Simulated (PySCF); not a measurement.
Species: C2H9P2 (charge +1).
Z-matrix (Å and degrees, PBE0-D3(BJ)/def2-SVP geometry), rows numbered from 1:
```
C 
P   1  1.7956
C   2  1.7973  1  114.62
P   3  1.8970  2  111.12  1  -177.37
H   1  1.0999  2  109.48  3   -60.45
H   1  1.1003  2  109.47  3   179.55
H   1  1.1001  2  109.36  3    59.67
H   2  1.4109  1  109.16  3   122.99
H   2  1.4107  1  109.93  3  -122.61
H   3  1.1037  2  106.24  1   -59.94
H   3  1.1018  2  108.59  1    55.89
H   4  1.4261  3   95.70  2   -90.53
H   4  1.4235  3   94.16  2   174.62
```

Computed with PySCF at PBE0/pcSseg-1, non-relativistic, on one gas-phase PBE0-D3(BJ)/def2-SVP geometry that isn't relaxed in the solvent. The solvent is an IEF-PCM continuum (van der Waals radii × 1.2). Specific hydrogen bonds and non-electrostatic terms are outside this model.

```
run  E − E(gas) (kJ/mol)  HOMO (eV)  HOMO–LUMO gap (eV)
gas                 0.00     -11.89                7.16
  P              -256.55      -7.86                7.78
  Q              -252.34      -7.92                7.76
```

Task: The runs were made in acetonitrile and water. Which run belongs to which solvent?

Result: P = water, Q = acetonitrile. The dielectric constants are 35.69 (acetonitrile), 78.36 (water), and the energy falls further as ε rises. In this model the ground state sees the solvent through ε alone.

Task: How constant is the ratio of the lowering to 1 − 1/ε?

Result: 
| solvent | 1 − 1/ε | E − E(gas) (kJ/mol) | ratio (kJ/mol) | polarisation term (kJ/mol) |
| --- | --- | --- | --- | --- |
| acetonitrile | 0.972 | -252.34 | -259.6 | -259.44 |
| water | 0.987 | -256.55 | -259.9 | -264.04 |

The ratio changes by +0.1 % in size from acetonitrile to water. The polarisation term is half the interaction of the solute with the induced surface charges.
